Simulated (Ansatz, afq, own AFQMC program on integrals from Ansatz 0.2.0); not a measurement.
Two steps: Ansatz 0.2.0 writes the Fock matrix and Cholesky factors of the valence space, and afq projects on them the lowest state that overlaps trial and start.

```yaml
crystal:
  periodic: [false, false, false]
  atoms:
    - {symbol: C, position_ang: [-0.337809, 0.737186, -0.781977]}
    - {symbol: N, position_ang: [-0.438223, -0.575616, -0.184009]}
    - {symbol: Al, position_ang: [-0.084595, -1.068023, 1.495911]}
    - {symbol: H, position_ang: [-1.306831, 1.105693, -1.167235]}
    - {symbol: H, position_ang: [0.008832, 1.467796, -0.034233]}
    - {symbol: H, position_ang: [0.381465, 0.769604, -1.621512]}
    - {symbol: H, position_ang: [-0.756313, -1.273411, -0.850856]}
    - {symbol: H, position_ang: [0.412074, 0.112171, 2.470111]}
basis:
  gaussian: {orbitals: def2-TZVP}
magnetization: {spin_polarized: true, initial_magnetization: 1}
correlation: {method: ccsd_t, electrons: outside_noble_gas, hamiltonian_folder: ham}
```

```sh
$ ansatz run in.yaml --threads 1 --pin off --events-out ev --progress --plain --max-ram 24576MiB --backend cuda --devices 0, --max-vram 18GiB
```

Options of the walk:

```
--method phaseless --trial cisd --walkers 800 --populations 20 --least-time 60 --time-step 0.005 --steps-per-block 50 --equilibration-blocks 28 --max-blocks 4000 --target-error 0.00024 --factor-cut 1e-05 --start spin_pure --seed 7965 --release-times 0.24,0.5,1 --release-step 0.02 --release-every 4 --taylor-order 6
```

Times are imaginary, in 1/Eh. The walk had a cap of 353 s. With eight or more populations the least sampling time is a fifth of least-time, and the error comes from their spread.

Log:

```
orbitals 122  electrons 9 8  factors 866 of 872
reference energy -337.17468485 Eh
CCSD correlation -0.47035401 Eh in 12 cycles, weight of the determinant in the CISD state 0.8425
energy of the start -337.644796 Eh
 block  time / (1/Eh)  mean weight  energy / Eh
     1     0.250  0.9988  -337.636732
     2     0.500  1.0000  -337.644621
     3     0.750  0.9994  -337.650372
     4     1.000  0.9996  -337.655117
     5     1.250  1.0003  -337.658259
     8     2.000  1.0011  -337.658680
    15     3.750  0.9993  -337.658313
    36     9.000  1.0004  -337.660728
    57    14.250  1.0000  -337.665016
    78    19.500  1.0004  -337.663133
    99    24.750  1.0001  -337.662879
   120    30.000  1.0002  -337.666473
   141    35.250  0.9992  -337.664744
   162    40.500  1.0003  -337.660595
   183    45.750  0.9999  -337.662505
   204    51.000  0.9999  -337.665394
   225    56.250  0.9982  -337.659465
   239    59.750  1.0003  -337.645720
   246    61.500  1.0000  -337.672507
   267    66.750  1.0000  -337.666016
   288    72.000  0.9996  -337.665038
   309    77.250  0.9998  -337.663040
error from the spread of 20 populations
released: time / (1/Eh)  energy / Eh  error  mean overlap
  0.24  -337.664050  0.000199  0.9971
  0.50  -337.664266  0.000255  0.9931
  1.00  -337.663825  0.000238  0.9867
energy -337.663740 +/- 0.000248 Eh
(rows thinned)
```

The run passed its tests (sampling time, drift between the halves within three errors, error under three times the target), which doesn't prove that it has relaxed, ending at its cap on processor time.

Against this walk (error 6.7 meV) on the same determinant: CCSD(T) 30.2 meV higher. The error is statistical and leaves out the bias of the constraint. Released to 1.00 1/Eh the energy moves by -2 ± 9 meV (both errors), within twice the noise.

Cautions: constraint bias not in the error.

The walk took 5.9 min on 1 × NVIDIA H100 80GB HBM3 with 2 threads of AMD EPYC 7R13 Processor (Zen 3), with other jobs on the host (the card was shared). The log's last line is the phaseless energy.
